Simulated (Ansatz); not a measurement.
Geometry optimisation, UKS B3LYP/cc-pVDZ (Ansatz).

input.yaml

```yaml
crystal:
  periodic: [false, false, false]
  atoms:
    - { symbol: Si, position_ang: [0.000391, 0.0, -0.274833] }
    - { symbol: Cl, position_ang: [-0.000152, 0.0, 3.06074] }
    - { symbol: H, position_ang: [1.425549, 0.0, -0.737734] }
    - { symbol: H, position_ang: [-0.712251, 1.234026, -0.738151] }
    - { symbol: H, position_ang: [-0.712251, -1.234026, -0.738151] }
    - { symbol: H, position_ang: [0.000114, 0.0, 4.399529] }
magnetization:
  spin_polarized: true
  initial_magnetization: 1
basis:
  gaussian: { orbitals: cc-pVDZ }
hamiltonian:
  xc: b3lyp
relax:
  f_tol: 0.03
  max_steps: 50
```

Command:

```bash
$ ansatz run input.yaml --threads 1 --pin off --max-ram 2048MiB --backend cpu --events-out ev --progress --plain --runs-dir out
```

Problem. Where does it end, and by what steps?

Solution. It converged. The force dipped under the threshold on the way, but the program's further checks kept it going. After 6 steps the energy has fallen by 0.067 eV; Cl2 moved furthest, 0.57 Å.

```tsv
step	energy less start (eV)	largest force component (eV/Å)	accepted
0	0.0000	1.100	yes
1	-0.0488	0.521	yes
2	-0.0614	0.082	yes
3	-0.0657	0.036	yes
4	-0.0669	0.016	yes
5	-0.0671	0.014	yes
6	-0.0672	0.009	yes
```

```xyz
6
Properties=species:S:1:pos:R:3
Si 0.000 0.000 -0.550
Cl 0.000 0.000 3.628
H 1.425 0.000 -1.011
H -0.712 1.234 -1.011
H -0.712 -1.234 -1.011
H 0.000 0.000 4.926
```

Whether the end is a true minimum wasn't checked by a vibrational analysis.

Run time: 12 s on 1 thread of Intel(R) Xeon(R) Platinum 8488C (Sapphire Rapids), with other jobs on the host, peak memory 0.15 GiB.
